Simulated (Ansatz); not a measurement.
Cost and result for the atomization energy of C3H5F2 (`[CH2]C(F)CF`) radical (10 atoms, 9 bonds).

```xyz
10

C     1.391    0.164   -0.024
C     0.105   -0.450    0.341
F     0.068   -1.779   -0.063
C    -1.097    0.232   -0.293
F    -1.166    1.531    0.162
H     1.462    1.238   -0.128
H     2.287   -0.441   -0.039
H    -0.036   -0.451    1.434
H    -2.015   -0.289   -0.009
H    -0.999    0.245   -1.381
```

Total charge 0; spin multiplicity 2. All single points use the PBE0-D4/def2-TZVP geometry. It is one conformer, not always the lowest. Program: Ansatz. All runs use 4 threads of an Intel Xeon Platinum 8175M on a shared host. Times are those of one run each, without the atoms' runs, and a repeat can differ threefold. Electronic energies, without spin–orbit coupling; frozen cores. CCSD(T)/CBS adds CCSD(T) − MP2 in def2-TZVPP to the MP2 limit, and its time is that of the two runs behind it. T1 = 0.012; ⟨S²⟩ of the reference is 0.76. B3LYP takes the VWN-RPA correlation (the form of Gaussian; ORCA's B3LYP/G). HSE06 is the plane-wave form, built on full-range PBE exchange.

CCSD(T)/CBS is a level of theory with its own doubt, some kJ/mol a heavy atom from the limit and from the frozen cores, so smaller differences don't rank the functionals.

```json
{"level": "revPBE-D4/def2-TZVPP", "functions": "225", "wall time": "2.6 s", "atomization (kJ/mol)": "3832.7", "difference from CCSD(T)/CBS": "12.5", "per bond": "1.4"}
{"level": "PBE0-D4/def2-TZVPP", "functions": "225", "wall time": "3.6 s", "atomization (kJ/mol)": "3858.7", "difference from CCSD(T)/CBS": "38.5", "per bond": "4.3"}
{"level": "HSE06-D4/def2-TZVPP", "functions": "225", "wall time": "4.1 s", "atomization (kJ/mol)": "3861.8", "difference from CCSD(T)/CBS": "41.6", "per bond": "4.6"}
{"level": "B3LYP-D4/def2-TZVPP (with forces)", "functions": "225", "wall time": "4.4 s", "atomization (kJ/mol)": "3827.2", "difference from CCSD(T)/CBS": "7.0", "per bond": "0.8"}
{"level": "r2SCANh-D4/def2-TZVPP", "functions": "225", "wall time": "6 s", "atomization (kJ/mol)": "3828.1", "difference from CCSD(T)/CBS": "7.9", "per bond": "0.9"}
{"level": "B2PLYP/def2-TZVPP", "functions": "225", "wall time": "6 s", "atomization (kJ/mol)": "3791.1", "difference from CCSD(T)/CBS": "-29.1", "per bond": "-3.2"}
{"level": "PBE-QIDH/def2-TZVPP", "functions": "225", "wall time": "6 s", "atomization (kJ/mol)": "3815.5", "difference from CCSD(T)/CBS": "-4.7", "per bond": "-0.5"}
{"level": "ωB97X-V/def2-TZVPP", "functions": "225", "wall time": "8.5 s", "atomization (kJ/mol)": "3833.5", "difference from CCSD(T)/CBS": "13.3", "per bond": "1.5"}
{"level": "B97M-V/def2-TZVPP", "functions": "225", "wall time": "9 s", "atomization (kJ/mol)": "3829.2", "difference from CCSD(T)/CBS": "9.0", "per bond": "1.0"}
{"level": "CCSD(T)/def2-SVP", "functions": "95", "wall time": "13 s", "atomization (kJ/mol)": "3655.7", "difference from CCSD(T)/CBS": "-164.5", "per bond": "-18.3"}
{"level": "MP2/def2-QZVPP", "functions": "435", "wall time": "22 s", "atomization (kJ/mol)": "3860.0", "difference from CCSD(T)/CBS": "39.8", "per bond": "4.4"}
{"level": "CCSD(T)/def2-TZVPP", "functions": "225", "wall time": "8.7 min", "atomization (kJ/mol)": "3728.4", "difference from CCSD(T)/CBS": "-91.8", "per bond": "-10.2"}
{"level": "CCSD(T)/CBS(def2)", "functions": "–", "wall time": "9 min", "atomization (kJ/mol)": "3820.2", "difference from CCSD(T)/CBS": "0.0", "per bond": "0.0"}
```

The D4 term adds +22.9 kJ/mol with B3LYP and +11.9 kJ/mol with PBE0; it sums over pairs of atoms, weighted by their polarisabilities, and B3LYP, whose exchange is more repulsive, gets the larger term. Leaving LDA and LC-ωPBE aside and taking each functional with its dispersion term where it has one, the values, not all of them listed here, spread over 243.7 kJ/mol, from BHLYP-D4 to PBE-D4. LDA lies +523.0 kJ/mol from PBE without D4, its usual overbinding. From r2SCAN to r2SCAN0 (25 % exact exchange), in def2-TZVPP and without D4, the atomization energy moves by −68.6 kJ/mol: exact exchange takes away binding that semilocal exchange gives to molecules.
